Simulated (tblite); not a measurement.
C3H2O (charge +1 and doublet state).
InChI=1S/C3H2O/c4-3-1-2-3/h1-2H/q+1

Structure optimised with GFN2-xTB, isolated species. This method treats the open shell by occupation alone, without spin polarisation.

Masses are those of the commonest isotopes; rigid-rotor values at the optimised geometry. 

Problem. What are A, B and C (MHz)?

Solution. Ia = 15.80, Ib = 64.10, Ic = 79.90 u·Å²; 505379 MHz·u·Å²/I gives A = 31980, B = 7885, C = 6325 MHz.

Problem. What kind of rotor is it?

Solution. An asymmetric top; Ray's κ = -0.878.

Problem. What does the inertial defect say?

Solution. Planar: Δ = Ic − Ia − Ib = 0.00 u·Å². For a rigid frame Δ = −2 Σ m c², so it vanishes when all atoms lie in the ab plane; here none is more than 0.01 Å from it.

Problem. Give the coordinates in the principal-axis frame, origin at the centre of mass.

Solution. The sense of each axis is arbitrary; atoms in the order of the calculation.
| atom | mass (u) | a (Å) | b (Å) | c (Å) |
| --- | --- | --- | --- | --- |
| O1 | 15.995 | -1.464 | 0.000 | 0.000 |
| C2 | 12.000 | -0.310 | 0.000 | 0.000 |
| C3 | 12.000 | 1.010 | 0.656 | 0.000 |
| C4 | 12.000 | 1.010 | -0.657 | 0.000 |
| H5 | 1.008 | 1.437 | 1.646 | 0.000 |
| H6 | 1.008 | 1.438 | -1.646 | 0.000 |

Problem. Estimate the classical rotational partition function at 10 K, 298.15 K and 500 K.

Solution. Point group C2v, symmetry number σ = 2; q = (√π/σ)·√((kT/h)³/(ABC)), k/h = 20836.6 MHz/K: 66.7 at 10 K, 10900 at 298.15 K, 23600 at 500 K.

For this open shell read J as N, the rotation without spin; fine and hyperfine splittings come on top. Its GFN2-xTB frequencies are all real (lowest 352 cm⁻¹). Constants of a rigid frame at the computed geometry: no zero-point averaging, no centrifugal distortion.

Hardware: an Arm Neoverse V2 with one thread, shared host with 48 logical CPUs at a one-minute load of 12. Cost: under 0.1 s of wall time. These figures are those of the optimisation.
